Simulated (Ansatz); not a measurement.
Compare A (`CCCC=O`) with its isomer B (`CC(C)=CO`).

Program: Ansatz. Geometries: PBE0-D4/def2-TZVP. ΔE: electronic, gas phase. CCSD(T)/CBS is the MP2 limit (def2-TZVPP, def2-QZVPP) plus CCSD(T) − MP2 in def2-TZVPP, frozen cores. DFT in def2-TZVPP. One conformer a species, not always the lowest.

A:

```xyz
13

C    -1.582   -0.502   -0.688
C    -0.579   -0.070    0.367
C     0.805    0.154   -0.208
C     1.840    0.580    0.787
O     1.640    0.744    1.959
H    -2.572   -0.657   -0.253
H    -1.280   -1.438   -1.165
H    -1.681    0.251   -1.475
H    -0.914    0.850    0.855
H    -0.517   -0.818    1.161
H     1.189   -0.751   -0.701
H     0.794    0.914   -1.003
H     2.856    0.744    0.362
```

B:

```xyz
13

C    -0.882    0.316   -1.125
C    -0.002   -0.096    0.010
C     0.089   -1.556    0.311
C     0.681    0.783    0.736
O     0.634    2.128    0.503
H    -0.884    1.396   -1.265
H    -0.553   -0.153   -2.060
H    -1.913   -0.012   -0.956
H    -0.896   -1.972    0.551
H     0.753   -1.757    1.155
H     0.463   -2.116   -0.553
H     1.316    0.463    1.558
H     1.195    2.576    1.137
```

Question: Which is lower in electronic energy at CCSD(T)/CBS, and by how much? (Estimate.)

Answer: Ansatz gave: A, by 26.0 kJ/mol.

Question: Give E(B) − E(A) in kJ/mol with BLYP-D4, HF/def2-TZVPP, PBE0-D4, CCSD/def2-TZVPP, PBE-D4, CCSD(T)/def2-SVP, r2SCAN-D4. (Best estimate.)

Answer: The calculation gave: BLYP-D4 26.5, HF/def2-TZVPP 43.9, PBE0-D4 25.1, CCSD/def2-TZVPP 32.5, PBE-D4 23.9, CCSD(T)/def2-SVP 45.5, r2SCAN-D4 26.0. None reverses the order clearly.

Question: Does the order hold for the free energy at 298.15 K (harmonic terms from PBE0-D4)? (Estimate.)

Answer: The calculation gave: Yes: G(B) − G(A) = +25.1 kJ/mol, for one conformer each.

Largest T1 diagnostic: 0.012.

Leaving LDA and LC-ωPBE aside and taking each functional with its dispersion term where it has one, the values, not all of them listed here, spread over 10.9 kJ/mol, from PBE-D4 to ωB97X-V. LDA lies −15.5 kJ/mol from PBE without D4. In def2-TZVPP, CCSD(T) changes the Hartree–Fock value by −13.2 kJ/mol (the triples alone add −1.8 kJ/mol) and MP2 by −14.8 kJ/mol.
